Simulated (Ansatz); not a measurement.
# A saddle search, step by step

CH$_{6}$BN, singlet, revPBE-D4/6-31G (Ansatz 0.2.0). Settings; a guess of the unstable mode was typed too, and convergence needs a confirmed negative curvature besides the force tolerance:

```yaml
hamiltonian: {xc: {name: revPBE}, dispersion: d4}
saddle:
  f_tol: 0.1
  max_steps: 40
```

Start:

```xyz
9
angstrom
B -0.5331 0.4293 -0.2004
N 0.3689 0.6588 0.9803
C -0.1196 -0.7210 -0.9775
H 0.2011 -0.6032 0.5676
H -1.6915 0.8396 -0.1600
H 1.4048 0.9696 0.7421
H 0.0337 0.9188 1.8321
H -0.7629 -1.2284 -1.6022
H 0.7924 -1.1819 -1.0769
```

```json
{"step": "1", "energy less the last (meV)": "671.2", "largest force component (eV/Å)": "5.311"}
{"step": "2", "energy less the last (meV)": "99.0", "largest force component (eV/Å)": "1.288"}
{"step": "3", "energy less the last (meV)": "27.7", "largest force component (eV/Å)": "0.637"}
{"step": "4", "energy less the last (meV)": "17.7", "largest force component (eV/Å)": "0.445"}
{"step": "5", "energy less the last (meV)": "1.1", "largest force component (eV/Å)": "0.120"}
{"step": "6", "energy less the last (meV)": "0.9", "largest force component (eV/Å)": "0.143"}
{"step": "7", "energy less the last (meV)": "0.0", "largest force component (eV/Å)": "0.047"}
```

Step 3, positions (Å) and forces (eV/Å):

```tsv
atom	x	y	z	Fx	Fy	Fz
B1	-0.554	0.403	-0.211	-0.612	0.284	-0.330
N2	0.436	0.662	0.965	0.074	0.005	0.637
C3	-0.130	-0.764	-0.998	0.090	-0.248	-0.038
H4	0.142	-0.621	0.572	-0.138	-0.168	-0.084
H5	-1.668	0.864	-0.145	0.137	-0.005	0.041
H6	1.380	1.002	0.793	0.145	0.060	0.004
H7	0.048	0.956	1.867	0.150	0.032	-0.230
H8	-0.858	-1.270	-1.652	0.147	-0.029	0.125
H9	0.897	-1.152	-1.085	0.007	0.070	-0.125
```

Step 5, positions (Å) and forces (eV/Å):

| atom | x | y | z | Fx | Fy | Fz |
| --- | --- | --- | --- | --- | --- | --- |
| B1 | -0.579 | 0.411 | -0.228 | 0.056 | 0.003 | -0.042 |
| N2 | 0.435 | 0.641 | 0.980 | 0.090 | -0.001 | -0.120 |
| C3 | -0.133 | -0.771 | -0.997 | 0.028 | 0.046 | 0.101 |
| H4 | 0.122 | -0.626 | 0.574 | -0.034 | -0.113 | -0.065 |
| H5 | -1.673 | 0.894 | -0.135 | -0.045 | 0.001 | 0.007 |
| H6 | 1.385 | 0.971 | 0.799 | -0.003 | -0.033 | -0.011 |
| H7 | 0.061 | 0.981 | 1.862 | -0.068 | 0.060 | 0.106 |
| H8 | -0.836 | -1.314 | -1.639 | 0.018 | -0.016 | 0.016 |
| H9 | 0.911 | -1.107 | -1.110 | -0.043 | 0.053 | 0.007 |

Step 6, positions (Å) and forces (eV/Å):

```
atom       x       y       z      Fx      Fy      Fz
  B1  -0.587   0.417  -0.233   0.088  -0.117  -0.063
  N2   0.439   0.631   0.975  -0.143  -0.003   0.068
  C3  -0.135  -0.768  -0.992  -0.132   0.034  -0.009
  H4   0.123  -0.623   0.587   0.042   0.038  -0.020
  H5  -1.682   0.900  -0.135   0.011   0.018   0.018
  H6   1.391   0.952   0.791   0.022   0.012  -0.001
  H7   0.059   0.981   1.855   0.061   0.012  -0.007
  H8  -0.827  -1.321  -1.637   0.022   0.004  -0.006
  H9   0.913  -1.086  -1.105   0.029   0.002   0.021
```

Last step (7):

```csv
atom,x (Å),y (Å),z (Å)
B1,-0.5858,0.4149,-0.2337
N2,0.4347,0.6324,0.9771
C3,-0.1370,-0.7697,-0.9935
H4,0.1272,-0.6235,0.5811
H5,-1.6793,0.9009,-0.1336
H6,1.3882,0.9530,0.7933
H7,0.0619,0.9849,1.8588
H8,-0.8277,-1.3234,-1.6398
H9,0.9115,-1.0879,-1.1044
```

Hardware: 2 CPU threads of an Arm Neoverse V1, shared host. Wall time about 30 s.
